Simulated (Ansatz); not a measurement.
`BBO` + NH₃ → `BN` + `BO` at 700 K and 1 bar (cleavage of the B–B bond).

Program: Ansatz. Geometries: PBE0-D4/def2-TZVP. ΔE: electronic, gas phase. CCSD(T)/CBS is the MP2 limit (def2-TZVPP, def2-QZVPP) plus CCSD(T) − MP2 in def2-TZVPP, frozen cores. This one scheme is used for every species. Each species was taken in one conformer, which may not be the lowest.

```json
{"species": "`BBO`", "CCSD(T)/CBS energy (Eh)": "-127.16606", "H − E (kJ/mol)": "173.8", "S (J/(mol·K))": "343.9"}
{"species": "NH₃", "CCSD(T)/CBS energy (Eh)": "-56.50880", "H − E (kJ/mol)": "116.9", "S (J/(mol·K))": "226.5"}
{"species": "`BN`", "CCSD(T)/CBS energy (Eh)": "-81.93499", "H − E (kJ/mol)": "163.7", "S (J/(mol·K))": "282.2"}
{"species": "`BO`", "CCSD(T)/CBS energy (Eh)": "-101.80414", "H − E (kJ/mol)": "126.4", "S (J/(mol·K))": "277.4"}
```

H − E and S are ideal-gas, rigid-rotor, harmonic terms from PBE0-D4/def2-TZVP, for one conformer and one mirror image of each species. 1 Eh = 2625.50 kJ/mol, R = 8.31446 J/(mol·K).

**Question.** By hand: ΔE, ΔH, ΔS and ΔG.

**Answer.** ΔE = (-81.93499) + (-101.80414) − (-127.16606) − (-56.50880) = -0.06427 Eh = -168.7 kJ/mol. Δ(H − E) = 163.7 + 126.4 − 173.8 − 116.9 = -0.6, so ΔH = -169.3 kJ/mol. ΔS = 282.2 + 277.4 − 343.9 − 226.5 = -10.8 J/(mol·K). ΔG = -169.3 − 700 × (-10.8)/1000 = -161.7 kJ/mol.

**Question.** By hand: the equilibrium constant, and the temperature at which ΔG would vanish if ΔH and ΔS stayed fixed.

**Answer.** log₁₀ K = −ΔG/(RT ln 10) = 12.1. ΔG = 0 at ΔH/ΔS = 15676 K, far beyond where these terms or the molecules hold.

The number of gas molecules stays the same, so ΔS is small and ΔH decides. A doubt of 5 kJ/mol in ΔE shifts log₁₀ K by 0.4 here. Other conformers and mirror images would add mixing entropy, several J/(mol·K) or more a flexible species. These are equilibria of isolated gas molecules and say nothing of rates. Largest T1 diagnostic: 0.014 (customary marks: 0.02 for closed shells, 0.045 for open ones).
